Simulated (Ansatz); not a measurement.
**[AlH2···H···H], doublet along the distance Al1-H4**

All five atoms lie in one plane.

Starting geometry:

```xyz
5

Al   -0.0974    0.0000    0.0000
H    -0.8903    1.3734    0.0000
H    -0.8903   -1.3734    0.0000
H     1.4884    0.0000    0.0000
H     2.8996    0.0000    0.0000
```

From there H4 is moved from one fragment to the other while all else, the fragments' distance too, stays fixed; atoms are numbered as listed. Energies are in kcal/mol, counted from the starting geometry at the same level.

Basis 6-31G; Ansatz 0.2.0. Correlated methods freeze the noble-gas cores. Prefix R: restricted or restricted open-shell reference; prefix U: unrestricted.

For open shells CISD and CISDTQ are restricted-active-space CI with the open shells as a complete middle space.

Full CI is exact within this basis and frozen core; it isn't the basis-set limit. The frozen core follows each run's orbitals, which can shift R against U totals by a few meV.

| distance Al1-H4 (Å) | full CI | unpaired electrons (full CI) | error RHF | error RMP2 | error UMP2 | error UCCSD | error CISDTQ | error UCCSDT(Q) |
| --- | --- | --- | --- | --- | --- | --- | --- | --- |
| 1.475 | 3.3 | 1.02 | -1.6 | -0.8 | -0.6 | -0.1 | 0.0 | 0.0 |
| 1.586 | 0.0 | 1.02 | 0.0 | 0.0 | 0.0 | 0.0 | 0.0 | 0.0 |
| 1.681 | -0.6 | 1.03 | 2.1 | 1.0 | 0.8 | 0.1 | 0.0 | 0.0 |
| 1.776 | -0.8 | 1.03 | 5.1 | 2.4 | 1.9 | 0.1 | 0.0 | 0.0 |
| 1.871 | -2.2 | 1.03 | 8.5 | 3.5 | 3.0 | 0.2 | 0.0 | 0.0 |
| 1.967 | -5.8 | 1.03 | 9.8 | 3.7 | 3.6 | 0.2 | 0.0 | 0.0 |
| 2.062 | -11.3 | 1.03 | 8.3 | 3.3 | 3.3 | 0.1 | 0.0 | 0.0 |
| 2.157 | -17.0 | 1.03 | 6.5 | 2.5 | 2.6 | 0.0 | 0.0 | 0.0 |
| 2.252 | -20.0 | 1.02 | 4.9 | 1.8 | 1.9 | 0.0 | 0.0 | 0.0 |

Unpaired electrons are Σ n²(2−n)² over natural occupations. Errors are those of relative energies. In total energy the starting point itself misses full CI by: RHF 40.2, RMP2 12.4, UMP2 12.2, UCCSD 0.7, CISDTQ 0.0, UCCSDT(Q) 0.0 kcal/mol.

Spread of the error over the points with a reference, to 2.252 Å (largest less smallest): UCCSDT(Q) 0.0, CISDTQ 0.0, UCCSD 0.2, UMP2 4.2, RMP2 4.4, RHF 11.3 kcal/mol.
